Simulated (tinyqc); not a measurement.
Orbital energy against energy difference: ionisation energy by orbital energies and by energy differences in the cc-pvdz basis, for BH3, spin multiplicity 1. Computed by the program tinyqc with PySCF. The cation is unrestricted; errors are against CCSD(T) in this basis, not against experiment.

Geometry (angstrom):
```
atom        x        y       z
B      0.0000   0.0000  0.0020
H      1.1490   0.0000  0.0000
H     -0.5750   0.9950  0.0000
H     -0.5750  -0.9950  0.0000
```

CCSD(T) difference in the same basis = 13.3123 eV

IP-EOM-CCSD = 13.3149 eV

First vertical ionisation energy (eV):
```
method     -e(HOMO)  E(cation) - E  error of -e(HOMO)  error of the difference
HF          13.6915      12.591968             0.3793                  -0.7203
LDA          8.4451      13.069479            -4.8672                  -0.2428
B3LYP        9.7403      13.297651            -3.5720                  -0.0146
PBE0         9.9608      13.216918            -3.3515                  -0.0953
CAM-B3LYP   11.4715      13.330849            -1.8408                   0.0186
LC-wPBE     12.9609      13.397126            -0.3514                   0.0849
```

Estimate the missing row, method = PBE.

Computed row:
```
method  -e(HOMO)  E(cation) - E  error of -e(HOMO)  error of the difference
PBE       8.4555      13.033127            -4.8568                  -0.2791
```

Koopmans errs by +0.38 eV and Delta-HF by -0.72 eV: relaxation, 1.10 eV, lowers the value and the missing correlation difference works against it. The PBE level is off by -4.9 eV through the wrong tail of its potential, though its energy difference is off by -0.28 eV; exact exchange deepens the level, and among the orbital energies LC-wPBE comes closest; among the differences B3LYP does.
